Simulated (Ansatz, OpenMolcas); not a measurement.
# Si2NH6: a line through the functionals

Si2NH6: 9 atoms, total charge 0, spin state doublet. As SMILES, `N[SiH][SiH3]`. Geometry: relaxed at PBE0-D4/def2-TZVP. This is one conformer, not always the lowest.

The vertical energy of the quartet above the doublet y, in eV, basis 6-311+G(d,p); a is the functional's share of exact exchange. Programs: Ansatz 0.2.0, OpenMolcas 26.06.

```
functional     program     a  y (eV)
     UTPSS  OpenMolcas     0    5.79
      UPBE      Ansatz     0    5.63
    UB3LYP      Ansatz   0.2       ?
     UPBE0      Ansatz  0.25    5.97
    UBHLYP  OpenMolcas   0.5    6.05
```

Q: Fit y = c + s·a to the known rows and predict UB3LYP.

A: 
1. Means of the 4 rows: a = 0.1875, y = 5.860.
2. Σ(Δa)² = 0.17188, Σ(Δa·Δy) = 0.1225, so the slope is 0.1225/0.17188 = 0.71271.
3. Intercept: 5.860 − (0.71271) × 0.1875 = 5.726. The largest residual of the fit is 0.096.
4. UB3LYP: 5.726 + (0.71271) × 0.2 = 5.87 eV.

The run gave 6.01 eV, so the prediction is off by -0.14 eV, about the largest residual. The rows mix families of semi-local functionals, which the line can't see.
